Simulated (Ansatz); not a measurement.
Results of PBEsol (Ansatz, a first-principles code, plane waves, PAW) for fcc Al.

Run with plane-wave cutoff 520 eV, 24×24×24 k mesh, Fermi–Dirac smearing 0.05 eV, scalar-relativistic PAW data made under PBE.

Cell (relaxed at this level):

```cif
data_Al4
_chemical_formula_sum 'Al4'
_space_group_name_H-M_alt 'Fm-3m'
_space_group_IT_number 225
_space_group_name_Hall '-F 4 2 3'
_cell_length_a 4.01374
_cell_length_b 4.01374
_cell_length_c 4.01374
_cell_angle_alpha 90.000
_cell_angle_beta 90.000
_cell_angle_gamma 90.000
loop_
_atom_site_label
_atom_site_type_symbol
_atom_site_symmetry_multiplicity
_atom_site_Wyckoff_symbol
_atom_site_fract_x
_atom_site_fract_y
_atom_site_fract_z
_atom_site_occupancy
Al1 Al 4 a 0.00000 0.00000 0.00000 1
```
(The calculation used a cell of 1 atom; values per cell refer to that cell.)

Q: Give the computed bulk modulus B0 and pressure derivative B′ of the bulk modulus.

A: 
- bulk modulus B0: 81.5 GPa
- pressure derivative B′ of the bulk modulus: 4.6

The run finds no gap.

Measured, for comparison: bulk modulus 80.8 GPa (corrected for temperature and zero-point phonon effects, our sources range from 77.1 to 82.0; as tabulated in Levämäki et al. (2014), arXiv:1402.3671). Computed (rounded) less measured: bulk modulus +0.9 % (inside the range of the sources held).

Static lattice: no zero-point or thermal effects.

It cost around 25 core-seconds (rough) of CPU time.
